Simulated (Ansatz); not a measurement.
Geometry optimisation, UKS PBE-D4/6-31G* (Ansatz).

Input:

```yaml
crystal:
  periodic: [false, false, false]
  atoms:
    - { symbol: Li, position_ang: [-2.10999, -0.49419, -0.25278] }
    - { symbol: "N", position_ang: [-0.27712, -0.57938, 0.06057] }
    - { symbol: C, position_ang: [0.53006, 0.47513, 0.20982] }
    - { symbol: H, position_ang: [0.20341, -1.28128, -0.50089] }
    - { symbol: H, position_ang: [0.30012, 1.3004, 0.87133] }
    - { symbol: H, position_ang: [1.49417, 0.45493, -0.26984] }
magnetization:
  spin_polarized: true
  initial_magnetization: 1
basis:
  gaussian: { orbitals: "6-31G*" }
hamiltonian:
  xc: pbe
  dispersion: d4
relax:
  f_tol: 0.015
  max_steps: 40
```

Run as:

```bash
$ ansatz run input.yaml --threads 1 --pin off --max-ram 2048MiB --backend cpu --events-out ev --progress --plain --runs-dir out
```

Question: Where does it end, and by what steps?

Answer: The run converged. After 7 steps the energy has fallen by 0.173 eV; H6 moved furthest, 0.29 Å.

| step | energy less start (eV) | largest force component (eV/Å) | accepted |
| --- | --- | --- | --- |
| 0 | 0.0000 | 1.184 | yes |
| 1 | -0.0801 | 1.240 | yes |
| 2 | -0.1374 | 0.860 | yes |
| 3 | -0.1273 | 0.826 | no |
| 4 | -0.1703 | 0.279 | yes |
| 5 | -0.1721 | 0.063 | yes |
| 6 | -0.1726 | 0.029 | yes |
| 7 | -0.1727 | 0.007 | yes |

```xyz
6
Properties=species:S:1:pos:R:3
Li -2.226 -0.564 -0.055
N -0.277 -0.496 -0.113
C 0.580 0.448 0.210
H 0.198 -1.262 -0.614
H 0.215 1.347 0.721
H 1.652 0.402 -0.031
```

Time of the run: 29 s on 1 thread of Arm Neoverse V2, on a shared host, peak memory 0.14 GiB.
